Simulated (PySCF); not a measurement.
Problem. What does the GFN2-xTB structure of `[SiH3][SiH2][SiH3]` look like in three dimensions?

Solution. 
```xyz
11
Si3H8 angstrom
Si     1.8572    0.7208   -0.0451
Si     0.1764   -0.8697   -0.1021
Si    -1.9868   -0.0757    0.1142
H      3.2096    0.1766   -0.1875
H      1.6998    1.7099   -1.1153
H      1.8473    1.4704    1.2145
H      0.4289   -1.8813    0.9395
H      0.2872   -1.6493   -1.3479
H     -2.3198    0.8771   -0.9487
H     -2.1749    0.6374    1.3810
H     -3.0194   -1.1134    0.0712
```

Any rigid rotation of these coordinates is as good. Atoms count from 1 in this order. Si1 (SiH3 silicon) is distorted tetrahedral (angles from 106.2° to 114.4°). Si2 (SiH2 silicon) is distorted tetrahedral (angles from 102.8° to 116.1°).

Bonds between heavy atoms (Å): Si1–Si2 2.315, Si2–Si3 2.314.

Computed geometry: GFN2-xTB, gas phase.

Point group: C2v (every atom within 0.08 Å of its image). Not checked by GFN2-xTB frequencies.
